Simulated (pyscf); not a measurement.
H₃C–CH₃ + H• → H₃C–CH₃ + H• (substitution at C; doublet surface; C–H broken, C–H formed). Optimised with ωB97X-D3(BJ)/def2-SVP in PySCF. MP2 and CC: frozen core, UHF for open shells. ΔMP2 is the change of the MP2 total energy from the triple- to the quadruple-zeta basis. Energies in kcal/mol from the separated reactants.

| level | barrier | reaction energy |
|---|---|---|
| ωB97X-D3(BJ)/def2-TZVP | 41.1 | 0.0 |
| PBE/def2-TZVP | 31.6 | 0.0 |
| r²SCAN/def2-TZVP | 31.9 | 0.0 |
| HF/def2-TZVP | 57.5 | 0.0 |
| CCSD/def2-TZVPP | ___ | 0.0 |
| CCSD(T)/def2-TZVPP | 40.3 | 0.0 |
| CCSD(T)/def2-TZVPP + ΔMP2(QZVPP) | ___ | 0.0 |

**Question.** Complete the blanks.

**Answer.** 
- CCSD/def2-TZVPP, barrier: 41.9
- CCSD(T)/def2-TZVPP + ΔMP2(QZVPP), barrier: 39.7

The same reactants have a lower exit, to •H₂C–CH₃ + H₂ (barrier +11.1 kcal/mol at ωB97M-D3(BJ)/def2-TZVP, against +39.6 kcal/mol here). One saddle was located; it need not be the lowest between these sides. The angle at the attacked C is 170°. The CCSD(T) − MP2 part came from Ansatz, without density fitting, on the same reference.
